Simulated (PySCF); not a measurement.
# Spin-Hamiltonian simulation

Molecule: 1,1,1,2-tetrafluoroethane (FCC(F)(F)F, C2H2F4).

Cartesian coordinates in Å; atom numbers follow the order of the lines, from 1:
```xyz
8

F    -0.8939   -1.2014   -0.9499
C    -0.7011    0.0069   -0.3631
C     0.6370    0.0308    0.3441
F     0.7034   -0.8958    1.2956
F     1.6437   -0.1754   -0.5012
F     0.8075    1.2273    0.9134
H    -1.4892    0.2011    0.3820
H    -0.7075    0.8065   -1.1209
```

PySCF calculation with J couplings at B3LYP/pcJ-1, PBE0-D3(BJ)/def2-SVP geometry and B97-2/pcSseg-2 with gauge-including orbitals; fast rotation and ring inversion assumed for equivalent nuclei, no solvent, relativity neglected, one conformer.

Chemical shifts δ = σref − σ; 1H against TMS, all at this level.

Shifts (ppm): F1 -255.6, F4/F5/F6 -90.8, H7/H8 4.38.
Couplings (Hz): F1–F4, F1–F5, F1–F6: -24.1; F1–H7, F1–H8: 53.0; F4–F5, F4–F6, F5–F6: 65.3; F4–H7, F4–H8, F5–H7, F5–H8, F6–H7, F6–H8: 8.7; H7–H8: -11.8.

The 6-spin Hamiltonian (Zeeman plus full scalar coupling among like nuclei) was diagonalised exactly; lines are Lorentzian, 0.7 Hz wide, and the maxima above 3 % are listed with the tallest set to 100.

Q: Give the 1H peak list of this spin system at 300 MHz.

A: 
```
    Hz    ppm  height
1353.6  4.512      33
1344.9  4.483     100
1336.2  4.454     100
1327.5  4.425      33
1300.6  4.335      33
1291.9  4.306     100
1283.2  4.277     100
1274.5  4.248      33
```

Q: And at 600 MHz?

A: 
δ in ppm (height): 4.446 (33), 4.431 (100), 4.417 (100), 4.402 (33), 4.358 (33), 4.343 (100), 4.329 (100), 4.314 (33)
